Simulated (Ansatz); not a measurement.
Geometry optimisation, RKS r2SCAN-D4/def2-TZVP (Ansatz 0.2.0).

input.yaml

```yaml
crystal:
  periodic: [false, false, false]
  atoms:
    - { symbol: Si, position_ang: [0.153057, -0.004365, 0.108347] }
    - { symbol: H, position_ang: [0.48292, -0.03854, 1.519508] }
    - { symbol: H, position_ang: [1.593498, -0.038547, -0.050801] }
    - { symbol: H, position_ang: [-0.537414, 1.207947, -0.379994] }
    - { symbol: Cl, position_ang: [-0.800862, -1.673196, -0.56626] }
basis:
  gaussian: { orbitals: def2-TZVP }
hamiltonian:
  xc: r2scan
  dispersion: d4
relax:
  f_tol: 0.03
  max_steps: 50
output:
  orbitals: {}
```

Command:

```bash
$ ansatz run input.yaml --threads 2 --pin off --max-ram 3072MiB --backend cpu --events-out ev --progress --plain --runs-dir out
```

Question: Where does it end, and by what steps?

Answer: It converged. After 3 steps the energy has fallen by 0.468 eV; H3 moved furthest, 0.29 Å.

```tsv
step	energy less start (eV)	largest force component (eV/Å)	accepted
0	0.0000	1.451	yes
1	-0.4170	0.444	yes
2	-0.4667	0.165	yes
3	-0.4682	0.016	yes
```

```xyz
5
Properties=species:S:1:pos:R:3
Si 0.240 -0.006 0.170
H 0.228 -0.035 1.648
H 1.630 -0.035 -0.334
H -0.461 1.199 -0.326
Cl -0.746 -1.670 -0.527
```

Whether the end is a true minimum wasn't checked by a vibrational analysis.

Run time: 8.9 s on 2 threads of Intel(R) Xeon(R) Platinum 8259CL CPU @ 2.50GHz (Skylake/Cascade Lake) (shared host), peak memory 0.16 GiB.
